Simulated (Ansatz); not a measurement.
# CHAl (triplet): B2PLYP, RPA-PBE over a scan of the distance Al1–H3, 6-31G

How well do these functionals follow the top wave-function level for CHAl (triplet) over a scan of the distance Al1–H3?

Program: Ansatz 0.2.0, Gaussian basis. Level of theory: 6-31G, all electrons in the functionals, frozen cores in the correlation of double hybrids and RPA. These are calculated values, not measurements.

The runs, in order: B2PLYP, RPA-PBE, at 1.296 Å; 1.450 Å; 1.601 Å; 1.762 Å; 1.926 Å; 2.253 Å; 2.503 Å; 2.890 Å; 3.473 Å; 4.272 Å; 5.452 Å.

16 further runs of the same task are left out: 1 for a known fault of the program, 14 that didn't finish, 1 set aside as unsound or not needed.

## 1. What is computed

The geometry derives from a PBE0/def2-TZVP stationary point (not a proven minimum). One bond is set to the value named and the two fragments are kept rigid.

3 atoms, charge 0, spin multiplicity 3.

Atoms are counted from 1 here; the program's logs count them from 0.

Bond lengths: Al1–C2 1.916 Å, Al1–H3 1.601 Å. Angles: C2–Al1–H3 180.0°.

No dispersion term is added.

The geometry shown and the zero of energy belong to the point 1.601 Å. The yardstick, FCI, and other wave-function levels (R restricted, U unrestricted, valence and pair active spaces) come from earlier runs.

## 2. B2PLYP, 1.296 Å

in.yaml reads:

```yaml
crystal:
  periodic: [false, false, false]
  atoms:
    - {symbol: Al, position_ang: [0.000000, 0.000000, 0.206733]}
    - {symbol: C, position_ang: [0.000000, 0.000000, -1.709467]}
    - {symbol: H, position_ang: [0.000000, 0.000000, 1.502733]}
basis:
  gaussian: {orbitals: 6-31G}
magnetization: {spin_polarized: true, initial_magnetization: 2}
hamiltonian: {xc: {name: B2PLYP}}
correlation: {electrons: outside_noble_gas}
```

The run is started by

```bash
$ ansatz run in.yaml --threads 1 --pin off --events-out ev --progress --plain --max-ram 2393MiB
```

After this run come: B2PLYP, 1.450 Å; B2PLYP, 1.601 Å; B2PLYP, 1.762 Å; B2PLYP, 1.926 Å; B2PLYP, 2.253 Å; B2PLYP, 2.503 Å; B2PLYP, 2.890 Å; B2PLYP, 3.473 Å; B2PLYP, 4.272 Å; B2PLYP, 5.452 Å; RPA-PBE, 1.296 Å; RPA-PBE, 1.450 Å; RPA-PBE, 1.601 Å; RPA-PBE, 1.762 Å; RPA-PBE, 1.926 Å; RPA-PBE, 2.253 Å; RPA-PBE, 2.503 Å; RPA-PBE, 2.890 Å; RPA-PBE, 3.473 Å; RPA-PBE, 4.272 Å; RPA-PBE, 5.452 Å.

Before running them: what should the planned runs give, taken together? Wanted: span of the FCI curve; largest miss, B2PLYP; largest miss, RPA-PBE.

As calculated:

| quantity | value |
| --- | --- |
| span of the FCI curve | 1.252 eV |
| largest miss, B2PLYP | +0.559 eV (5.452 Å) |
| largest miss, RPA-PBE | +0.319 eV (2.890 Å) |

What this shows: Of the functionals, RPA-PBE keep the smallest largest miss at the points compared (at most 0.319 eV) and B2PLYP strays most (0.559 eV, at 5.452 Å). B2PLYP, RPA-PBE clearly break the spin symmetry at some points (⟨S²⟩ up to 1.00 above the pure value), so energy there is bought with a mixed spin. Functionals and the yardstick converge differently with the basis, so part of each miss in 6-31G is the basis.
